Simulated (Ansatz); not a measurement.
Cartesian coordinates in Å:
```
C 1.6579 -0.0250 -3.0398
C 2.4117 -0.6963 -1.9028
C 1.5127 -1.2981 -0.8304
C 0.6876 -0.2812 -0.0577
C -0.1448 -0.9150 1.0460
C -0.9269 0.0774 1.8955
C -2.0139 0.8331 1.1462
C -2.8135 1.7568 2.0486
H 1.0752 0.8311 -2.6924
H 0.9646 -0.7246 -3.5163
H 2.3434 0.3377 -3.8092
H 3.0481 -1.4870 -2.3140
H 3.0915 0.0270 -1.4368
H 2.1307 -1.8617 -0.1217
H 0.8396 -2.0312 -1.2935
H 1.3584 0.4690 0.3819
H 0.0335 0.2618 -0.7464
H -0.8406 -1.6387 0.6024
H 0.5187 -1.4961 1.6971
H -1.3878 -0.4569 2.7347
H -0.2310 0.7983 2.3438
H -1.5697 1.4171 0.3338
H -2.6867 0.1108 0.6680
H -3.3014 1.1975 2.8521
H -2.1671 2.5051 2.5162
H -3.5903 2.2892 1.4949
```

Charge 0, multiplicity 1.

**Question.** List the ωB97M-V/def2-TZVPP orbital energies in eV (Ansatz). (An estimate is asked.)

**Answer.** The calculation gave: Occupied: -281.14, -281.12, -281.09, -281.08, -281.08, -281.05, -280.95, -280.94, -25.51, -24.79, -23.64, -22.25, -20.76, -19.66, -18.58, -18.36, -15.83, -15.61, -14.95, -14.70, -14.37, -13.89, -13.57, -12.96, -12.73, -12.37, -12.11, -11.76, -11.48, -11.35, -11.22, -10.91, -10.84. Lowest empty: 2.62, 2.91, 3.14, 3.31, 3.54, 3.99, 4.21, 4.51.
